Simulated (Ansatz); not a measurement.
We consider antiferromagnetic (type II) rock-salt MnS, described by BLYP in Ansatz (plane waves, PAW).

Run with plane-wave cutoff 520 eV, 10×10×10 k mesh, Fermi–Dirac smearing 0.01 eV, spin-polarised with opposed moments, scalar-relativistic PAW data made under PBE.

Results at a series of volumes:

```csv
V (Å³/atom),E − E_lowest (meV/atom),P (GPa)
17.274,6.58,3.03
17.634,1.59,1.44
17.994,0.00,-0.01
18.353,1.51,-1.32
18.713,5.85,-2.52
```

Task: Fit the third-order Birch–Murnaghan equation and give B0 and B′.

Result: V0 = 17.992 Å³/atom, B0 = 69.0 GPa, B′ = 3.8 (fit to the energies at full precision).

Shape and atoms are relaxed at each volume.

Measured, for comparison: bulk modulus 75 ± 2 GPa (room temperature, not corrected to a static lattice, our sources range from 72.0 to 88.0; as tabulated in Sweeney, Heinz, compression of alpha-MnS (alabandite), Phys. Chem. Miner. 20 …); equilibrium volume per atom 17.57 Å³/atom (4 K, zero-point motion not removed; as tabulated in PSI, practical course at SINQ: magnetic order in MnS). Computed (rounded) less measured: bulk modulus not scored (sources differ), equilibrium volume per atom +2.4 %.

Note: the bulk modulus comes from volumes at which shape and atoms were relaxed.

Computed values are for the static lattice.

Cost on a shared machine: around 8 core-minutes (rough).

Ansatz is an electronic-structure program.
